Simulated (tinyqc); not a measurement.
Inside a calculation. Method: MP2 on RHF in the sto-3g basis, frozen core, for H2O, spin multiplicity 1. Computed by tinyqc, a small Python program that keeps every step (integrals from PySCF). Settings: charge = 0, multiplicity = 1, basis = sto-3g, method = RHF, frozen orbitals = 1, energy threshold = 1e-10, iteration cap = 60, orthogonalisation = symmetric, start = Wolfsberg-Helmholz matrix, DIIS depth = 6. Command: `OMP_NUM_THREADS=1 python tinyqc.py 22989 22990 out.jsonl` (the two numbers bound the seeds that draw the settings). One thread of a shared host (Intel(R) Xeon(R) Processor @ 2.60GHz), about 0.1 s of CPU time with the checks. The early iterations of the SCF are left out here.

## One-electron integrals

Geometry (angstrom):
```
atom,x,y,z
O,0.00000,0.00000,0.00000
H,0.00000,0.82100,0.80600
H,0.00000,-0.82100,0.80600
```

Basis sto-3g: exponents (1/bohr^2) and contraction coefficients of normalised primitives:
```
element,l (shell),exponent,coefficient
O,s (1),130.70932,0.15433
O,s (1),23.80886,0.53533
O,s (1),6.44361,0.44463
O,s (2),5.03315,-0.09997
O,s (2),1.16960,0.39951
O,s (2),0.38039,0.70012
O,p (3),5.03315,0.15592
O,p (3),1.16960,0.60768
O,p (3),0.38039,0.39196
H,s (1),3.42525,0.15433
H,s (1),0.62391,0.53533
H,s (1),0.16886,0.44463
```

Overlap, kinetic and nuclear-attraction integrals over the contracted functions; the nuclear repulsion is the sum of Za Zb / Rab.

nuclear repulsion = 7.6814675 hartree

overlap S:
```
,1O 1s,1O 2s,1O 2px,1O 2py,1O 2pz,2H 1s,3H 1s
1O 1s,1.00000,0.23670,0.00000,0.00000,0.00000,0.03407,0.03407
1O 2s,0.23670,1.00000,0.00000,0.00000,0.00000,0.35740,0.35740
1O 2px,0.00000,0.00000,1.00000,0.00000,0.00000,0.00000,0.00000
1O 2py,0.00000,0.00000,0.00000,1.00000,0.00000,0.22925,-0.22925
1O 2pz,0.00000,0.00000,0.00000,0.00000,1.00000,0.22506,0.22506
2H 1s,0.03407,0.35740,0.00000,0.22925,0.22506,1.00000,0.20869
3H 1s,0.03407,0.35740,0.00000,-0.22925,0.22506,0.20869,1.00000
```

kinetic energy T (hartree):
```
,1O 1s,1O 2s,1O 2px,1O 2py,1O 2pz,2H 1s,3H 1s
1O 1s,29.00320,-0.16801,0.00000,0.00000,0.00000,-0.00890,-0.00890
1O 2s,-0.16801,0.80813,0.00000,0.00000,0.00000,0.05460,0.05460
1O 2px,0.00000,0.00000,2.52873,0.00000,0.00000,0.00000,0.00000
1O 2py,0.00000,0.00000,0.00000,2.52873,0.00000,0.11288,-0.11288
1O 2pz,0.00000,0.00000,0.00000,0.00000,2.52873,0.11082,0.11082
2H 1s,-0.00890,0.05460,0.00000,0.11288,0.11082,0.76003,0.00008
3H 1s,-0.00890,0.05460,0.00000,-0.11288,0.11082,0.00008,0.76003
```

nuclear attraction V (hartree):
```
,1O 1s,1O 2s,1O 2px,1O 2py,1O 2pz,2H 1s,3H 1s
1O 1s,-61.53835,-7.40082,0.00000,0.00000,-0.01506,-1.09000,-1.09000
1O 2s,-7.40082,-9.96846,0.00000,0.00000,-0.18551,-2.71447,-2.71447
1O 2px,0.00000,0.00000,-9.84181,0.00000,0.00000,0.00000,0.00000
1O 2py,0.00000,0.00000,0.00000,-9.92354,0.00000,-1.52319,1.52319
1O 2pz,-0.01506,-0.18551,0.00000,0.00000,-9.92058,-1.54946,-1.54946
2H 1s,-1.09000,-2.71447,0.00000,-1.52319,-1.54946,-5.16532,-1.16136
3H 1s,-1.09000,-2.71447,0.00000,1.52319,-1.54946,-1.16136,-5.16532
```

core Hamiltonian H = T + V (hartree):
```
,1O 1s,1O 2s,1O 2px,1O 2py,1O 2pz,2H 1s,3H 1s
1O 1s,-32.53515,-7.56883,0.00000,0.00000,-0.01506,-1.09890,-1.09890
1O 2s,-7.56883,-9.16033,0.00000,0.00000,-0.18551,-2.65988,-2.65988
1O 2px,0.00000,0.00000,-7.31307,0.00000,0.00000,0.00000,0.00000
1O 2py,0.00000,0.00000,0.00000,-7.39480,0.00000,-1.41031,1.41031
1O 2pz,-0.01506,-0.18551,0.00000,0.00000,-7.39185,-1.43865,-1.43865
2H 1s,-1.09890,-2.65988,0.00000,-1.41031,-1.43865,-4.40529,-1.16128
3H 1s,-1.09890,-2.65988,0.00000,1.41031,-1.43865,-1.16128,-4.40529
```

## Two-electron integrals

Functions are numbered as in S; the eight-fold symmetry (ij|kl) = (ji|kl) = (kl|ij) leaves the list below.

Two-electron integrals (ij|kl) in chemists' order, unique and non-zero (hartree):
```
i,j,k,l,(ij|kl)
1,1,1,1,4.78507
2,1,1,1,0.74138
2,1,2,1,0.13687
2,2,1,1,1.11895
2,2,2,1,0.25663
2,2,2,2,0.81721
3,1,3,1,0.02448
3,2,3,1,0.03781
3,2,3,2,0.18052
3,3,1,1,1.11581
3,3,2,1,0.25668
3,3,2,2,0.81702
3,3,3,3,0.88016
4,1,4,1,0.02448
4,2,4,1,0.03781
4,2,4,2,0.18052
4,3,4,3,0.04744
4,4,1,1,1.11581
4,4,2,1,0.25668
4,4,2,2,0.81702
4,4,3,3,0.78527
4,4,4,4,0.88016
5,1,5,1,0.02448
5,2,5,1,0.03781
5,2,5,2,0.18052
5,3,5,3,0.04744
5,4,5,4,0.04744
5,5,1,1,1.11581
5,5,2,1,0.25668
5,5,2,2,0.81702
5,5,3,3,0.78527
5,5,4,4,0.78527
5,5,5,5,0.88016
6,1,1,1,0.10793
6,1,2,1,0.01978
6,1,2,2,0.03691
6,1,3,3,0.03683
6,1,4,1,0.00064
6,1,4,2,0.00121
6,1,4,4,0.03695
6,1,5,1,0.00063
6,1,5,2,0.00119
6,1,5,4,0.00011
6,1,5,5,0.03694
6,1,6,1,0.00289
6,2,1,1,0.28562
6,2,2,1,0.06643
6,2,2,2,0.23706
6,2,3,3,0.23286
6,2,4,1,0.00356
6,2,4,2,0.02821
6,2,4,4,0.23915
6,2,5,1,0.00350
6,2,5,2,0.02769
6,2,5,4,0.00617
6,2,5,5,0.23893
6,2,6,1,0.00980
6,2,6,2,0.08808
6,3,3,1,0.00666
6,3,3,2,0.03983
6,3,4,3,0.00572
6,3,5,3,0.00562
6,3,6,3,0.01200
6,4,1,1,0.15379
6,4,2,1,0.03621
6,4,2,2,0.13795
6,4,3,3,0.13182
6,4,4,1,0.00835
6,4,4,2,0.05521
6,4,4,4,0.14672
6,4,5,1,0.00166
6,4,5,2,0.01510
6,4,5,4,0.00901
6,4,5,5,0.13514
6,4,6,1,0.00556
6,4,6,2,0.06231
6,4,6,4,0.05558
6,5,1,1,0.15098
6,5,2,1,0.03555
6,5,2,2,0.13543
6,5,3,3,0.12941
6,5,4,1,0.00166
6,5,4,2,0.01510
6,5,4,4,0.13280
6,5,5,1,0.00829
6,5,5,2,0.05465
6,5,5,4,0.00905
6,5,5,5,0.14392
6,5,6,1,0.00546
6,5,6,2,0.06117
6,5,6,4,0.04278
6,5,6,5,0.05400
6,6,1,1,0.45185
6,6,2,1,0.10677
6,6,2,2,0.43883
6,6,3,3,0.42191
6,6,4,1,0.00686
6,6,4,2,0.07650
6,6,4,4,0.44749
6,6,5,1,0.00673
6,6,5,2,0.07510
6,6,5,4,0.02512
6,6,5,5,0.44656
6,6,6,1,0.01586
6,6,6,2,0.21336
6,6,6,4,0.17228
6,6,6,5,0.16913
6,6,6,6,0.77461
7,1,1,1,0.10793
7,1,2,1,0.01978
7,1,2,2,0.03691
7,1,3,3,0.03683
7,1,4,1,-0.00064
7,1,4,2,-0.00121
7,1,4,4,0.03695
7,1,5,1,0.00063
7,1,5,2,0.00119
7,1,5,4,-0.00011
7,1,5,5,0.03694
7,1,6,1,0.00286
7,1,6,2,0.00955
7,1,6,4,0.00498
7,1,6,5,0.00532
7,1,6,6,0.01535
7,1,7,1,0.00289
7,2,1,1,0.28562
7,2,2,1,0.06643
7,2,2,2,0.23706
7,2,3,3,0.23286
7,2,4,1,-0.00356
7,2,4,2,-0.02821
7,2,4,4,0.23915
7,2,5,1,0.00350
7,2,5,2,0.02769
7,2,5,4,-0.00617
7,2,5,5,0.23893
7,2,6,1,0.00955
7,2,6,2,0.07207
7,2,6,4,0.03523
7,2,6,5,0.04878
7,2,6,6,0.14336
7,2,7,1,0.00980
7,2,7,2,0.08808
7,3,3,1,0.00666
7,3,3,2,0.03983
7,3,4,3,-0.00572
7,3,5,3,0.00562
7,3,6,3,0.00952
7,3,7,3,0.01200
7,4,1,1,-0.15379
7,4,2,1,-0.03621
7,4,2,2,-0.13795
7,4,3,3,-0.13182
7,4,4,1,0.00835
7,4,4,2,0.05521
7,4,4,4,-0.14672
7,4,5,1,-0.00166
7,4,5,2,-0.01510
7,4,5,4,0.00901
7,4,5,5,-0.13514
7,4,6,1,-0.00498
7,4,6,2,-0.03523
7,4,6,4,-0.00808
7,4,6,5,-0.02336
7,4,6,6,-0.06329
7,4,7,1,-0.00556
7,4,7,2,-0.06231
7,4,7,4,0.05558
7,5,1,1,0.15098
7,5,2,1,0.03555
7,5,2,2,0.13543
7,5,3,3,0.12941
7,5,4,1,-0.00166
7,5,4,2,-0.01510
7,5,4,4,0.13280
7,5,5,1,0.00829
7,5,5,2,0.05465
7,5,5,4,-0.00905
7,5,5,5,0.14392
7,5,6,1,0.00532
7,5,6,2,0.04878
7,5,6,4,0.02336
7,5,6,5,0.04206
7,5,6,6,0.10612
7,5,7,1,0.00546
7,5,7,2,0.06117
7,5,7,4,-0.04278
7,5,7,5,0.05400
7,6,1,1,0.11271
7,6,2,1,0.02651
7,6,2,2,0.10440
7,6,3,3,0.10160
7,6,4,4,0.10323
7,6,5,1,0.00205
7,6,5,2,0.02015
7,6,5,5,0.10826
7,6,6,1,0.00389
7,6,6,2,0.04031
7,6,6,4,0.02472
7,6,6,5,0.03148
7,6,6,6,0.10754
7,6,7,1,0.00389
7,6,7,2,0.04031
7,6,7,4,-0.02472
7,6,7,5,0.03148
7,6,7,6,0.02398
7,7,1,1,0.45185
7,7,2,1,0.10677
7,7,2,2,0.43883
7,7,3,3,0.42191
7,7,4,1,-0.00686
7,7,4,2,-0.07650
7,7,4,4,0.44749
7,7,5,1,0.00673
7,7,5,2,0.07510
7,7,5,4,-0.02512
7,7,5,5,0.44656
7,7,6,1,0.01535
7,7,6,2,0.14336
7,7,6,4,0.06329
7,7,6,5,0.10612
7,7,6,6,0.31834
7,7,7,1,0.01586
7,7,7,2,0.21336
7,7,7,4,-0.17228
7,7,7,5,0.16913
7,7,7,6,0.10754
7,7,7,7,0.77461
```

## Orthogonalisation

S = U s U^T; symmetric (Loewdin) form X = U s^(-1/2) U^T, so that X^T S X = 1.

eigenvalues of S: 0.46689  0.55507  0.87709  1.00000  1.11564  1.23624  1.74908

X:
```
,1O 1s,1O 2s,1O 2px,1O 2py,1O 2pz,2H 1s,3H 1s
1O 1s,1.02340,-0.13460,0.00000,0.00000,-0.00730,0.01742,0.01742
1O 2s,-0.13460,1.13261,0.00000,0.00000,0.06808,-0.19667,-0.19667
1O 2px,0.00000,0.00000,1.00000,0.00000,0.00000,0.00000,0.00000
1O 2py,0.00000,0.00000,0.00000,1.05297,0.00000,-0.14904,0.14904
1O 2pz,-0.00730,0.06808,0.00000,0.00000,1.04187,-0.12143,-0.12143
2H 1s,0.01742,-0.19667,0.00000,-0.14904,-0.12143,1.11246,-0.07618
3H 1s,0.01742,-0.19667,0.00000,0.14904,-0.12143,-0.07618,1.11246
```

## Iteration 8 (converged): orbitals

converged F (hartree):
```
,1O 1s,1O 2s,1O 2px,1O 2py,1O 2pz,2H 1s,3H 1s
1O 1s,-20.27403,-5.16639,0.00000,0.00000,-0.02407,-0.75838,-0.75838
1O 2s,-5.16639,-2.41020,0.00000,0.00000,-0.06730,-0.73742,-0.73742
1O 2px,0.00000,0.00000,-0.39481,0.00000,0.00000,0.00000,0.00000
1O 2py,0.00000,0.00000,0.00000,-0.21669,0.00000,-0.31945,0.31945
1O 2pz,-0.02407,-0.06730,0.00000,0.00000,-0.25258,-0.34448,-0.34448
2H 1s,-0.75838,-0.73742,0.00000,-0.31945,-0.34448,-0.38280,-0.26569
3H 1s,-0.75838,-0.73742,0.00000,0.31945,-0.34448,-0.26569,-0.38280
```

Diagonalise F' = X^T F X, C = X C', fill 5 alpha and 5 beta electrons from the bottom; D = 2 C_occ C_occ^T. Each column has its largest component positive (the first on a tie).

F' = X^T F X (hartree):
```
,1,2,3,4,5,6,7
1,-19.90138,-2.67883,0.00000,0.00000,-0.05335,-0.07614,-0.07614
2,-2.67883,-1.34996,0.00000,0.00000,0.10154,-0.36262,-0.36262
3,0.00000,0.00000,-0.39481,0.00000,0.00000,0.00000,0.00000
4,0.00000,0.00000,0.00000,-0.04493,0.00000,-0.35927,0.35927
5,-0.05335,0.10154,0.00000,0.00000,-0.11357,-0.31163,-0.31163
6,-0.07614,-0.36262,0.00000,-0.35927,-0.31163,-0.03347,-0.08475
7,-0.07614,-0.36262,0.00000,0.35927,-0.31163,-0.08475,-0.03347
```

orbital energies (hartree): MO1 -20.28213, MO2 -1.20342, MO3 -0.50718, MO4 -0.45566, MO5 -0.39481, MO6 0.45806, MO7 0.51353

coefficients C:
```
,MO1,MO2,MO3,MO4,MO5,MO6,MO7
1O 1s,0.99455,-0.24112,0.00000,0.09443,0.00000,-0.09973,0.00000
1O 2s,0.02333,0.90153,0.00000,-0.47787,0.00000,0.58419,0.00000
1O 2px,0.00000,0.00000,0.00000,0.00000,1.00000,0.00000,0.00000
1O 2py,0.00000,0.00000,0.63703,0.00000,0.00000,0.00000,0.86451
1O 2pz,0.00299,0.07882,0.00000,0.70112,0.00000,0.78860,0.00000
2H 1s,-0.00408,0.13632,0.45538,0.35605,0.00000,-0.66730,-0.72200
3H 1s,-0.00408,0.13632,-0.45538,0.35605,0.00000,-0.66730,0.72200
```

D after iteration 8:
```
,1O 1s,1O 2s,1O 2px,1O 2py,1O 2pz,2H 1s,3H 1s
1O 1s,2.11236,-0.47860,0.00000,0.00000,0.10036,-0.00662,-0.00662
1O 2s,-0.47860,2.08330,0.00000,0.00000,-0.52782,-0.09469,-0.09469
1O 2px,0.00000,0.00000,2.00000,0.00000,0.00000,0.00000,0.00000
1O 2py,0.00000,0.00000,0.00000,0.81161,0.00000,0.58018,-0.58018
1O 2pz,0.10036,-0.52782,0.00000,0.00000,0.99557,0.52073,0.52073
2H 1s,-0.00662,-0.09469,0.00000,0.58018,0.52073,0.70548,-0.12400
3H 1s,-0.00662,-0.09469,0.00000,-0.58018,0.52073,-0.12400,0.70548
```

## Convergence

Stop when the energy changes by less than 1e-10 hartree and every element of the error matrix X^T (F D S - S D F) X is below 3e-06.

Course of the cycle:
```
iteration,E (hartree),change,largest element of the error matrix
1,-74.3932033,-,4.80e-01
2,-74.8988896,-5.06e-01,1.22e-01
3,-74.9195212,-2.06e-02,3.75e-02
4,-74.9213910,-1.87e-03,7.02e-03
5,-74.9214919,-1.01e-04,2.19e-03
6,-74.9215105,-1.86e-05,4.86e-05
7,-74.9215105,-4.05e-09,3.82e-07
8,-74.9215105,-1.42e-13,2.85e-09
```

PySCF RHF in the same basis = -74.9215105 hartree

Converged in 8 iterations.

## Integrals over molecular orbitals

(pq|rs) = sum C_ip C_jq C_kr C_ls (ij|kl), one index at a time.

one-electron integrals over orbitals h = C^T H C (hartree):
```
,1,2,3,4,5,6,7
1,-32.51891,0.57047,0.00000,-0.21231,0.00000,0.22700,0.00000
2,0.57047,-7.54954,0.00000,0.55761,0.00000,-1.14936,0.00000
3,0.00000,0.00000,-5.98272,0.00000,0.00000,0.00000,-1.75240
4,-0.21231,0.55761,0.00000,-6.39553,0.00000,-1.41061,0.00000
5,0.00000,0.00000,0.00000,0.00000,-7.31307,0.00000,0.00000
6,0.22700,-1.14936,0.00000,-1.41061,0.00000,-5.40749,0.00000
7,0.00000,0.00000,-1.75240,0.00000,0.00000,0.00000,-5.38766
```

Two-electron integrals over orbitals (pq|rs), unique and non-zero (hartree); the lowest 1 orbital is frozen and left out:
```
p,q,r,s,(pq|rs)
2,2,2,2,0.72664
3,2,3,2,0.12693
3,3,2,2,0.61717
3,3,3,3,0.59255
4,2,2,2,-0.03093
4,2,3,3,0.00081
4,2,4,2,0.12897
4,3,3,2,0.02499
4,3,4,3,0.05935
4,4,2,2,0.64527
4,4,3,3,0.56041
4,4,4,2,-0.08326
4,4,4,4,0.66353
5,2,5,2,0.15174
5,3,5,3,0.02692
5,4,5,2,-0.04524
5,4,5,4,0.04621
5,5,2,2,0.75684
5,5,3,3,0.60446
5,5,4,2,-0.08596
5,5,4,4,0.66779
5,5,5,5,0.88016
6,2,2,2,0.12788
6,2,3,3,0.06943
6,2,4,2,0.03555
6,2,4,4,0.04968
6,2,5,5,0.13343
6,2,6,2,0.09562
6,3,3,2,-0.02667
6,3,4,3,-0.03570
6,3,6,3,0.06637
6,4,2,2,0.13713
6,4,3,3,0.05540
6,4,4,2,-0.06424
6,4,4,4,0.13031
6,4,5,5,0.16292
6,4,6,2,0.05345
6,4,6,4,0.11376
6,5,5,2,0.04697
6,5,5,4,0.00782
6,5,6,5,0.03396
6,6,2,2,0.60296
6,6,3,3,0.55183
6,6,4,2,0.03917
6,6,4,4,0.55159
6,6,5,5,0.58889
6,6,6,2,0.09600
6,6,6,4,0.06117
6,6,6,6,0.58994
7,2,3,2,0.05568
7,2,4,3,-0.03283
7,2,6,3,0.02955
7,2,7,2,0.06724
7,3,2,2,0.16628
7,3,3,3,0.09140
7,3,4,2,-0.08452
7,3,4,4,0.12575
7,3,5,5,0.20437
7,3,6,2,0.06303
7,3,6,4,0.11342
7,3,6,6,0.04999
7,3,7,3,0.16663
7,4,3,2,-0.07355
7,4,4,3,-0.02007
7,4,6,3,0.05450
7,4,7,2,-0.01454
7,4,7,4,0.07586
7,5,5,3,0.02374
7,5,7,5,0.02374
7,6,3,2,0.07726
7,6,4,3,0.06430
7,6,6,3,-0.05685
7,6,7,2,-0.00720
7,6,7,4,-0.06317
7,6,7,6,0.10629
7,7,2,2,0.59552
7,7,3,3,0.57555
7,7,4,2,-0.01260
7,7,4,4,0.56011
7,7,5,5,0.59171
7,7,6,2,0.05541
7,7,6,4,0.04686
7,7,6,6,0.54929
7,7,7,3,0.08130
7,7,7,7,0.58079
```

## Second-order Moller-Plesset energy

Hartree-Fock energy = -74.9215105 hartree

E2 = sum_ijab (ia|jb) [2 (ia|jb) - (ib|ja)] / (e_i + e_j - e_a - e_b) over occupied i, j and virtual a, b; the opposite-spin part is (ia|jb)^2 / denominator, the rest is same-spin, and SCS-MP2 scales them by 6/5 and 1/3.

Terms:
```
i,j,a,b,(ia|jb),(ib|ja),denominator,term
3,3,7,7,0.16663,0.16663,-2.04144,-0.01360
4,3,6,7,0.11342,0.05450,-1.93444,-0.01010
3,4,7,6,0.11342,0.05450,-1.93444,-0.01010
4,4,6,6,0.11376,0.11376,-1.82745,-0.00708
4,4,7,7,0.07586,0.07586,-1.93839,-0.00297
2,2,6,6,0.09562,0.09562,-3.32296,-0.00275
3,3,6,6,0.06637,0.06637,-1.93050,-0.00228
3,2,7,6,0.06303,0.02955,-2.68220,-0.00227
2,3,6,7,0.06303,0.02955,-2.68220,-0.00227
2,2,7,7,0.06724,0.06724,-3.43390,-0.00132
4,2,6,6,0.05345,0.05345,-2.57521,-0.00111
2,4,6,6,0.05345,0.05345,-2.57521,-0.00111
5,5,6,6,0.03396,0.03396,-1.70576,-0.00068
5,5,7,7,0.02374,0.02374,-1.81670,-0.00031
4,3,7,6,0.05450,0.11342,-1.93444,0.00012
3,4,6,7,0.05450,0.11342,-1.93444,0.00012
4,2,7,7,-0.01454,-0.01454,-2.68614,-0.00008
2,4,7,7,-0.01454,-0.01454,-2.68614,-0.00008
3,2,6,7,0.02955,0.06303,-2.68220,4.34e-05
2,3,7,6,0.02955,0.06303,-2.68220,4.34e-05
```

Pair energies (hartree; pair i-j sums ij and ji):
```
pair,opposite spin,same spin
2-2,-0.00407,0.00000
3-2,-0.00361,-0.00084
3-3,-0.01588,0.00000
4-2,-0.00238,0.00000
4-3,-0.01637,-0.00359
4-4,-0.01005,0.00000
5-5,-0.00099,0.00000
```

MP2 correlation energy = -0.0577726 hartree

SCS-MP2 correlation energy = -0.0654921 hartree

MP2 total energy = -74.9792831 hartree
